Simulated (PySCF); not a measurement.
Coordinates in bohr (charge 0 multiplicity 1):
```
Cl    0.0000    0.0000   -0.0841
H     0.0000    0.0000    2.3445
H     3.0352    0.0000    0.1474
H     0.0000    3.0352    0.1474
H    -3.0352    0.0000    0.1474
H     0.0000   -3.0352    0.1474
```

All numbers come from BP86 in PySCF with Cl def2-TZVP, H def2-TZVP; no relativity; density-fitted integrals.

This geometry of ClH5 is a stationary point at this level.

Q: What is the point group?

A: C4v.

Q: Is it a minimum?

A: Yes: all harmonic wavenumbers are real.

Q: Which band is strongest in the infrared?

A: 1332 cm⁻¹ (e), 2988 km/mol.

Q: What are the dipole moment and the gap between the highest occupied and lowest empty levels?

A: 1.00 D and 2.98 eV.

Q: Give the atomic charges and bond orders.

A: 
```tsv
atom	Mulliken	Löwdin	polar tensor	Mayer order to Cl1
Cl1	0.13	0.45	1.37	–
H2	0.38	0.10	0.12	0.84
H3,4,5,6	-0.13	-0.14	-0.37	0.54
```
Other Mayer orders above 0.3: H–H 0.44 (×2).
